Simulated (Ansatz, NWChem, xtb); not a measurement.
**Redistribution: C2H3N + CH4O → C2H2O + CH5N**

Species: C2H3N `C#CN`, singlet; CH4O (methanol) `CO`, singlet; C2H2O (ethynol) `C#CO`, singlet; CH5N (methylamine) `CN`, singlet. The partners trade NH2 for OH; both sit on C, so the bond types are kept.

Shapes, held fixed at every level: PBE0-D4/def2-TZVP. Programs: Ansatz 0.2.0, NWChem 7.3.0, xtb 6.7.1. The zero-point and thermal change to 298 K, harmonic and unscaled (PBE0-D4/def2-TZVP), is +0.3 kJ/mol.

| level | kind | ΔH(298 K) (kJ/mol) | less CCSD(T)/CBS estimate |
| --- | --- | --- | --- |
| GFN2-xTB | semi-empirical | +5.3 | -19.8 |
| HF/def2-SVP | Hartree–Fock | +26.7 | +1.6 |
| PBE-D4/def2-TZVPP | GGA | +23.9 | -1.2 |
| PBE0/def2-SVP | global hybrid | +20.9 | -4.2 |
| B3LYP-D4/def2-TZVPP | global hybrid | +26.9 | +1.8 |
| PBE0-D4/def2-TZVPP | global hybrid | +24.7 | -0.4 |
| MP2/def2-TZVPP | perturbation theory | +24.9 | -0.2 |
| CCSD(T)/def2-TZVPP | coupled cluster or CI | +23.7 | -1.4 |
| CCSD(T)/CBS estimate | coupled cluster or CI | +25.1 | 0.0 |

The highest level, CCSD(T)/CBS estimate, gives ΔH(298 K) = +25.1 kJ/mol; the levels span +5.3 to +26.9. The column of differences is taken from that level and isn't an error. No measured value is set beside it here. The CBS estimate extrapolates MP2 from def2-TZVPP and def2-QZVPP and adds CCSD(T) − MP2 in the triple-zeta set, cores frozen.
